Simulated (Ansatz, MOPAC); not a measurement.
Species: HS, charge 0, multiplicity 2. SMILES: [SH]

Atoms: S1, H2. Bonds: S1-H2.

Bond lengths (Å) and angles (degrees) optimised at PM6 with MOPAC; PM7 with MOPAC; HF/STO-3G with Ansatz (an electronic-structure program); HF/3-21G with Ansatz; PBE/6-31G* with Ansatz; B3LYP/LANL2DZ with Ansatz, each started from the B3LYP-D3(BJ)/def2-TZVP structure (Ansatz) of the last column. A row stands for all coordinates that are equal there. 6-31G* holds six Cartesian d functions.

| coordinate | PM6 | PM7 | HF/STO-3G | HF/3-21G | PBE/6-31G* | B3LYP/LANL2DZ | B3LYP-D3(BJ)/def2-TZVP |
|---|---|---|---|---|---|---|---|
| S1-H2 | 1.341 | 1.332 | 1.338 | 1.358 | 1.364 | 1.389 | 1.347 |

Mean signed difference of all 1 bond lengths from B3LYP-D3(BJ)/def2-TZVP: PM6 -0.006 Å, PM7 -0.015 Å, HF/STO-3G -0.010 Å, HF/3-21G 0.011 Å, PBE/6-31G* 0.017 Å, B3LYP/LANL2DZ 0.042 Å.
